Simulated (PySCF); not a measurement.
# NO₂: PBE0 against B3LYP

Base calculation in PySCF with density fitting and no spin–orbit coupling, PBE0/def2-TZVP (no relativity): doublet, C2v, N–O 1.183 Å (×2); O–N–O 134.8°; wavenumbers 782, 1444, 1784 cm⁻¹; dipole moment 0.34 D, polar-tensor charge of N 0.83 e, atomisation energy (no zero-point energy) 978 kJ/mol.

Task: What changes on going to B3LYP/def2-TZVP (no relativity)?

Result: The point group stays the same. Changes: mean bond to N +0.008 Å, smallest bond angle -0.4 degrees, highest wavenumber -86 cm⁻¹, lowest wavenumber -14 cm⁻¹, dipole moment -0.01 D, polar-tensor charge of N -0.03 e, atomisation energy (no zero-point energy) -5 kJ/mol. The new structure has N–O 1.191 Å (×2); O–N–O 134.4°, with wavenumbers 768, 1394, 1698 cm⁻¹.

The structures come from searches over a few start shapes, so lower isomers are not excluded.
